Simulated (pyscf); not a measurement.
PySCF, gas phase, ωB97X-D3(BJ)/def2-SVP geometries.

**Question.** Estimate by transition-state theory (the high-pressure limit) the rate constant of `[OH][TaH]([F])([F])[F]` -> `[O]=[Ta]([F])([F])[F]` + `[H][H]` (singlet surface; H–O, H–Ta broken, H–H formed) at 1200 K, with ωB97M-D3(BJ)/def2-TZVP energies (ideal gas, 1 atm, RRHO with modes under 100 cm⁻¹ raised to 100, one conformer, R ln 2 for chiral ones without a mode under 150 cm⁻¹; no tunnelling).

**Answer.** The electronic barrier is 27.8 kcal/mol and the thermal terms add +0.7, so ΔG‡ = 28.5 kcal/mol. With k_BT/h = 2.50e+13 s⁻¹ and RT = 2.385 kcal/mol, k = 1.6e+08 s⁻¹; so small a molecule is far into fall-off at 1 atm, where the true rate is lower. Wigner's tunnelling factor for 1460i cm⁻¹ would be 1.13. A shift of 1 kcal/mol in the barrier changes k by a factor 1.5. At the saddle there is also a short H–Ta contact that neither side keeps. This is the saddle that the search found; another between the same sides may lie lower. Elements past Kr carry the def2 core potentials, without spin-orbit coupling.
